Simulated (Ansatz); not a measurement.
The inner images of a band of C3H6ClFO (12 atoms, charge 0, multiplicity 1) are given out of order.

The calculation used RKS BLYP/6-31G* in Ansatz.

First end point:

```xyz
12
Properties=species:S:1:pos:R:3
F 1.488 -0.361 2.136
C 0.931 -1.206 1.156
O 0.704 -0.527 -0.040
C -0.321 0.483 0.044
C -0.647 0.973 -1.360
Cl -1.501 -0.303 -2.371
H 1.656 -2.002 0.926
H -0.006 -1.617 1.584
H -1.224 0.079 0.542
H 0.047 1.343 0.637
H 0.270 1.241 -1.903
H -1.320 1.841 -1.316
```

Last end point:

```xyz
12
Properties=species:S:1:pos:R:3
F 1.663 -0.669 1.842
C 0.623 -1.364 1.200
O 0.321 -0.814 -0.045
C -0.235 0.515 0.027
C -0.654 0.953 -1.370
Cl 0.780 1.245 -2.481
H 0.955 -2.397 1.008
H -0.249 -1.338 1.888
H -1.142 0.509 0.672
H 0.496 1.216 0.463
H -1.207 1.902 -1.318
H -1.274 0.186 -1.854
```

Problem. Put them in order from the first end to the last, with their energies above the first end.
A.
```xyz
12
Properties=species:S:1:pos:R:3
F 1.515 -0.749 1.905
C 0.464 -1.398 1.233
O 0.225 -0.842 -0.023
C -0.107 0.558 0.011
C -0.574 1.017 -1.371
Cl 0.593 0.561 -2.711
H 0.756 -2.445 1.053
H -0.425 -1.329 1.894
H -0.943 0.736 0.723
H 0.764 1.143 0.350
H -0.648 2.114 -1.386
H -1.542 0.579 -1.644
```
B.
```xyz
12
Properties=species:S:1:pos:R:3
F 1.638 -0.439 2.049
C 0.860 -1.233 1.185
O 0.639 -0.599 -0.036
C -0.322 0.470 0.035
C -0.615 1.011 -1.364
Cl -1.046 -0.306 -2.566
H 1.416 -2.157 0.962
H -0.089 -1.448 1.717
H -1.251 0.110 0.517
H 0.082 1.305 0.641
H 0.245 1.545 -1.788
H -1.482 1.685 -1.319
```
C.
```xyz
12
Properties=species:S:1:pos:R:3
F 1.581 -0.588 1.989
C 0.667 -1.332 1.218
O 0.451 -0.755 -0.031
C -0.211 0.522 0.037
C -0.610 1.038 -1.380
Cl -0.129 -0.059 -2.766
H 1.099 -2.326 1.024
H -0.268 -1.399 1.812
H -1.124 0.429 0.659
H 0.457 1.254 0.521
H -0.134 2.005 -1.589
H -1.699 1.155 -1.460
```
D.
```xyz
12
Properties=species:S:1:pos:R:3
F 1.635 -0.528 2.018
C 0.768 -1.282 1.204
O 0.567 -0.675 -0.033
C -0.272 0.493 0.036
C -0.609 1.033 -1.374
Cl -0.571 -0.234 -2.696
H 1.237 -2.257 0.999
H -0.180 -1.397 1.770
H -1.201 0.244 0.585
H 0.250 1.294 0.593
H 0.085 1.819 -1.692
H -1.632 1.435 -1.374
```
E.
```xyz
12
Properties=species:S:1:pos:R:3
F 1.526 -0.647 1.955
C 0.562 -1.371 1.227
O 0.325 -0.813 -0.027
C -0.152 0.544 0.024
C -0.600 1.030 -1.375
Cl 0.260 0.209 -2.769
H 0.954 -2.383 1.039
H -0.355 -1.394 1.852
H -1.030 0.608 0.703
H 0.638 1.196 0.428
H -0.381 2.102 -1.477
H -1.671 0.865 -1.546
```

Solution. B (+0.06 eV), D (+0.22 eV), C (+0.31 eV), E (+0.23 eV), A (+0.08 eV).

Time of the run: 39 s on 2 threads of Intel(R) Xeon(R) Platinum 8488C (Sapphire Rapids), with other jobs on the host, peak memory 0.17 GiB.
